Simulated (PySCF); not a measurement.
# Oxygen: a sound run and one with changed settings

Sound run: O [He] 2s2 2p4, O⁺ [He] 2s2 2p3. Calculation: PySCF 2.14, in cc-pVTZ (4s3p2d1f, 30 functions); no relativity, point nucleus. The sound run starts from symmetry-adapted Hartree-Fock orbitals and uses a fine grid where one is needed.

Changed run: radial step 0.3 in ln r (0.13 in the sound run). This setting is unsound on purpose.

```json
{"species": "O", "method": "UHF", "sound run (hartree)": "-74.81176", "changed run (hartree)": "-74.81176", "converged": "yes"}
{"species": "O", "method": "TPSS", "sound run (hartree)": "-75.10065", "changed run (hartree)": "-75.10053", "converged": "yes"}
{"species": "O", "method": "r2SCAN", "sound run (hartree)": "-75.05460", "changed run (hartree)": "-75.05427", "converged": "yes"}
{"species": "O⁺", "method": "UHF", "sound run (hartree)": "-74.37037", "changed run (hartree)": "-74.37037", "converged": "yes"}
{"species": "O⁺", "method": "TPSS", "sound run (hartree)": "-74.58675", "changed run (hartree)": "-74.58660", "converged": "yes"}
{"species": "O⁺", "method": "r2SCAN", "sound run (hartree)": "-74.55212", "changed run (hartree)": "-74.55494", "converged": "yes"}
```

Ionisation energy of O:

| method | sound run (eV) | changed run (eV) |
| --- | --- | --- |
| UHF | 12.011 | 12.011 |
| TPSS | 13.984 | 13.985 |
| r2SCAN | 13.673 | 13.587 |

A coarse radial grid mis-integrates the density and the exchange-correlation energy, with errors of either sign; Hartree-Fock needs no grid.

For comparison, NIST gives 13.618 eV between the lowest levels.
